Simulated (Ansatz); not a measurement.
**One shape, several levels: NO2 (nitrogen dioxide)**

Aim: a comparison of 3 runs (UHF/STO-3G, UHSE06/STO-3G, UCCSD/STO-3G) of NO2 (nitrogen dioxide). 

The results are computed with Ansatz 0.2.0.

42 further runs of the same task are left out: 8 that didn't finish, 34 set aside as unsound or not needed.

## (1) The structure to begin with

The species is NO2 (3 atoms), meant as a doublet with charge 0. As SMILES, `[O]N=O`. The O3–N2 distance was set to 1.476 Å, away from the relaxed value.

Bond lengths: O1–N2 1.181 Å, N2–O3 1.476 Å. Angles: O1–N2–O3 137.9°.

## (2) The energy at UHF/STO-3G (run 1)

in.yaml reads:

```yaml
basis:
  gaussian:
    orbitals: STO-3G
crystal:
  periodic: [false, false, false]
  atoms:
    - {symbol: O, position_ang: [0.128164, -1.369738, -0.074191]}
    - {symbol: N, position_ang: [-0.321406, -0.285728, -0.205541]}
    - {symbol: O, position_ang: [0.046180, 1.100790, 0.141070]}
magnetization:
  spin_polarized: true
  initial_magnetization: 1
hamiltonian:
  xc: hf
accuracy: high
```

On the command line:

```
ansatz run in.yaml --threads 1 --pin off --max-ram 2610MiB --events-out events.jsonl --progress --plain --runs-dir runs
```

The program printed (excerpt; [...] marks lines left out):

```text
Warning: RAYON_NUM_THREADS=1 ignored (pool sized by the plan → 1); use --threads N
Functional definition: HF
  name "HF"
[...]
250 factors; integrals over basis functions are off by at most 3.5e-8 eV
[...]
mean field -5477.26760207 eV, -201.2858717508 hartree, gradient 8.0e-8 eV, S^2 1.632238; 13 other end points of the search recorded, 0 dependent functions left out
reference -5477.26760207 eV, -201.2858717508 hartree; 12, 11 occupied and 3, 4 virtual orbitals, 250 factors
Total energy: -5477.26760207 eV, -201.2858717508 hartree
```

Run time: 0.64 s. Hardware: 1 thread of Arm Neoverse V1, shared host.

## (3) A single-point energy at UHSE06/STO-3G (run 2)

in.yaml reads:

```yaml
crystal:
  periodic: [false, false, false]
  atoms:
    - {symbol: O, position_ang: [0.128164, -1.369738, -0.074191]}
    - {symbol: "N", position_ang: [-0.321406, -0.285728, -0.205541]}
    - {symbol: O, position_ang: [0.046180, 1.100790, 0.141070]}
basis:
  gaussian:
    orbitals: STO-3G
magnetization:
  spin_polarized: true
  initial_magnetization: 1
hamiltonian:
  xc: hse06
accuracy: high
```

On the command line:

```
ansatz run in.yaml --threads 1 --pin off --max-ram 2610MiB --events-out events.jsonl --progress --plain --runs-dir runs
```

The program printed:

```text
Warning: RAYON_NUM_THREADS=1 ignored (pool sized by the plan → 1); use --threads N
Functional definition: HSE06
  name "HSE06"
  parameter a = 0.25
  parameter omega = 0.11/bohr
  exchange = pbe_x - a*pbe_x_sr(omega) + a*exact_x_sr(omega)
  correlation = pbe_c
250 factors; integrals over basis functions are off by at most 3.5e-8 eV
42 factors; integrals over basis functions are off by at most 2.6e-10 eV
mean field evaluation 1: about -5494.0124 eV, gradient 2.4e1 eV
mean field evaluation 2: about -5423.1194 eV, gradient 8.8e1 eV
mean field evaluation 4: about -5497.2908 eV, gradient 1.2e1 eV
mean field evaluation 8: about -5498.1651 eV, gradient 1.6e-1 eV
mean field evaluation 16: about -5498.1615 eV, gradient 1.7e-3 eV
mean field evaluation 32: about -5496.5916 eV, gradient 1.1e1 eV
mean field -5498.16153087 eV, -202.0537094717 hartree, gradient 8.9e-8 eV, S^2 0.772299; 5 other end points of the search recorded, 0 dependent functions left out
reference -5498.16153164 eV, -202.0537095001 hartree; 12, 11 occupied and 3, 4 virtual orbitals, 250 factors
Total energy: -5498.16153164 eV, -202.0537095001 hartree
```

Run time: 2 s. Hardware: 1 thread of Arm Neoverse V1, shared host; peak memory 0.11 GiB.

## (4) The energy at UCCSD/STO-3G (run 3)

in.yaml reads:

```yaml
crystal:
  periodic: [false, false, false]
  atoms:
    - {symbol: O, position_ang: [0.128164, -1.369738, -0.074191]}
    - {symbol: N, position_ang: [-0.321406, -0.285728, -0.205541]}
    - {symbol: O, position_ang: [0.046180, 1.100790, 0.141070]}
basis:
  gaussian:
    orbitals: STO-3G
magnetization:
  spin_polarized: true
  initial_magnetization: 1
correlation:
  method: ccsd
  frozen_orbitals: {"N": 1, O: 1}
accuracy: high
scf:
  omitted_lower_state_checks: [cluster_reference, increment]
```

On the command line:

```
ansatz run in.yaml --threads 1 --pin off --max-ram 2610MiB --events-out events.jsonl --progress --plain --runs-dir runs
```

The program printed:

```text
Warning: RAYON_NUM_THREADS=1 ignored (pool sized by the plan → 1); use --threads N
[... 25 lines left out ...]
3 core orbitals not correlated: weight in the atoms' cores, before any rotation towards them, 1.000 or more for the frozen orbitals, at most 0.000 for the correlated occupied ones
[... 47 lines left out ...]
Total energy: -5482.22346372 eV, -201.4679963071 hartree
Checks for a lower state left out: cluster_reference, increment
```

Run time: 1.4 s. Hardware: 1 thread of Arm Neoverse V1, shared host.

## (5) The series

```
run          level  frozen core orbitals  energy (Eh)   ⟨S²⟩  wall time
  1     UHF/STO-3G                     –  -201.285872  1.632     0.64 s
  2  UHSE06/STO-3G                     –  -202.053710  0.772        2 s
  3   UCCSD/STO-3G                     3  -201.467996  1.632      1.4 s
```

## (6) Outcome

```
                                          quantity          value
                               run 3: total energy  -201.46800 Eh
run 3: correlation energy (3 core orbitals frozen)     -182.1 mEh
          run 3: ⟨S²⟩ of the reference determinant          1.632
                              run 3: T1 diagnostic          0.112
```

In words: In runs 1, 2, 3 the basis is minimal, so the values are rough. Spin contamination of the reference: run 3 ⟨S²⟩ = 1.63, run 1 ⟨S²⟩ = 1.63. Where it is this large, the reference is a mixture of spin states, and values that rest on it are in doubt. All runs together took 4 s, the longest 2 s.
